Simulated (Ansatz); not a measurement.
Two shapes of doublet C₆H₅.

Shape 1:

```xyz
11

C     1.3418    0.0120   -0.0054
C     0.6773    1.1575    0.0066
C    -0.7050    1.1836    0.0446
C    -1.3602   -0.0397    0.0062
C    -0.7281   -1.2063   -0.0374
C     0.7032   -1.1858   -0.0460
H     1.2521    2.1523   -0.0483
H    -1.1924    2.1631   -0.0013
H    -2.4984   -0.0193    0.0423
H    -1.2256   -2.1132   -0.0332
H     1.2488   -2.1837   -0.0336
```

Shape 2:

```xyz
11

C     1.3970    0.0000    0.0000
C     0.7708    1.2260    0.0000
C    -0.6310    1.2129    0.0000
C    -1.3222    0.0000    0.0000
C    -0.6310   -1.2129    0.0000
C     0.7708   -1.2260    0.0000
H     1.3261    2.1679    0.0000
H    -1.1817    2.1579    0.0000
H    -2.4148    0.0000    0.0000
H    -1.1817   -2.1579    0.0000
H     1.3261   -2.1679    0.0000
```

Basis set: 6-31G* (spherical functions). Correlated methods keep 6 orbitals frozen. Charge 0, multiplicity 2.

Computed with Ansatz (development build ahead of 0.2.0); each method stands on the lowest determinant of its kind that the runs found.

Q: Which shape is lower in energy, and by how much in each method?

A:

| method | E(2) − E(1) (eV) |
| --- | --- |
| UHF | -0.596 |
| UHF-MP2 | -0.394 |

Shape 2 is lower. Caution: the unrestricted determinant is spin contaminated.
